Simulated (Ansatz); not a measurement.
Relaxing Zr3MoRh

Level of theory: DFT PBE, scalar-relativistic, plane waves, PAW (Ansatz). Cutoff 420 eV, Γ-centred k mesh, Gaussian smearing, no spin polarisation in the final step.

The start puts Zr3MoRh on the cubic perovskite structure type (Pm-3m, No. 221), with Mo in place of Sr, Rh in place of Ti, Zr in place of O, at a guessed volume.

```
CELL_PARAMETERS angstrom
4.16634 0.00000 0.00000
0.00000 4.16634 0.00000
0.00000 0.00000 4.16634
ATOMIC_POSITIONS crystal
Zr 0.00000 0.50000 0.50000
Zr 0.50000 0.00000 0.50000
Zr 0.50000 0.50000 0.00000
Mo 0.00000 0.00000 0.00000
Rh 0.50000 0.50000 0.50000
```

Steps on the 4×4×4 mesh (5 atoms). 9 of 10 steps are shown, and the free energy counts from the last. Trial steps that were taken back and renewals of the plane-wave basis can be among the rows.

```csv
step,ΔF (meV/atom),V (Å³/atom),P (GPa)
1,2722.0,14.46,137.26
2,1296.8,16.68,75.03
3,472.8,19.12,36.42
4,101.9,21.78,10.59
5,52.8,23.10,1.79
6,51.4,23.41,-0.11
7,5.0,23.41,2.76
8,0.3,23.88,0.56
10,0.0,24.00,0.01
```

A final relaxation ran on a 8×8×8 mesh. The relaxed crystal, Pm-3m (No. 221):

Space group Pm-3m (No. 221). a = 4.923 Å, b = 4.923 Å, c = 4.923 Å, α = 90.00°, β = 90.00°, γ = 90.00°
| atom | site | symmetry | x | y | z |
| --- | --- | --- | --- | --- | --- |
| Zr | 3c | 4/mm.m | 0.0000 | 0.5000 | 0.5000 |
| Mo | 1a | m-3m | 0.0000 | 0.0000 | 0.0000 |
| Rh | 1b | m-3m | 0.5000 | 0.5000 | 0.5000 |

For Zr3MoRh, the volume per atom is 23.86 Å³, the density is 6.58 g/cm³ and the energy over the elements is 0.70 eV/atom. The gap on the 8×8×8 mesh is 0 eV (a metal).

Formation energies are uncorrected and refer to the elements' standard structures at the same level.

The final run used a 8×8×8 mesh on its 5-atom cell and 0.10 eV smearing. For metals, differences of a few meV/atom aren't resolved.

A structure relaxed within its symmetry needn't be a true minimum.

Cost: 3 runs of about 2 core-minutes in all, on Arm Neoverse N1 (shared hosts).